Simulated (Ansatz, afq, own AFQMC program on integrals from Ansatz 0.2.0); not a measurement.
**Where AFQMC and coupled cluster stand for GeH2, singlet**

```csv
atom,x (Å),y (Å),z (Å)
Ge,0.0000,-0.0319,-0.0016
H,0.0000,1.0890,-1.1351
H,0.0000,1.2091,1.2534
```

Basis cc-pVDZ. Noble-gas cores (and the filled d shells of Ga–Kr and In–Xe) are frozen. Ansatz 0.2.0 and our own AFQMC program on the same integrals; the CISD trial comes from CCSD amplitudes, and released means the phaseless constraint is let go. Free projection: walkers drawn from exp(T), propagated without any constraint. Its projection time is finite, and what remains of the start isn't in its error. Error bars are statistical, one sigma. No spin–orbit coupling.

Determinant: RHF, the one that the program's search chose, which needn't be the lowest solution. The geometry is a point of a scan.

Full CI on the same integrals is exact in this basis and with this determinant's frozen core.

Cautions: no relativity below Rb; no spin-orbit coupling; inner d shell frozen; restricted determinant unstable towards unrestricted (UHF 17 meV lower, ⟨S²⟩ 0.18).

The T1 diagnostic is 0.0143. The weight of the determinant in the CISD state is 0.912. The size of the correlated space is 6 electrons in 23 orbitals.

Reference: full CI, correlation energy -3.110 eV. The released energy is read at 2.40 1/Eh (meV from the phaseless value at times in 1/Eh: -1.3 ± 1.4 at 0.24, -3.6 ± 1.2 at 0.51, -5.1 ± 1.2 at 0.99, -5.2 ± 1.3 at 1.62, -4.3 ± 1.0 at 2.40).

```tsv
level	E − E(reference) (kJ/mol)	share of correlation (%)
HF	300.0	0.00
MP2	78.8	73.72
CCSD	7.4	97.54
CCSD(T)	1.7	99.42
CCSDT	0.3	99.91
CCSDT(Q)	0.1	99.98
CCSDTQ	0.0	100.00
ph-AFQMC/HF	-2.5 ± 1.8	100.82
ph-AFQMC/CISD	0.4 ± 0.1	99.86
released AFQMC	0.0 ± 0.09	99.99
free AFQMC	0.0 ± 0.08	100.01
```

CCSDT and higher add their correlation energy to the determinant of the CCSD(T) run, since their own runs factorise the integrals more tightly (a shift of under 2 meV). Free projections are given only where their last times agree within the noise and don't stop above the reference; a slow remainder of the start can still hide under it. A walk keeps the symmetry of its determinant, which the program's search chose and which needn't be the lowest solution, so a lower state of the same spin and another symmetry isn't excluded. Released energies are given only where the last usable release times agree within the noise; a slower fall can still hide under it.
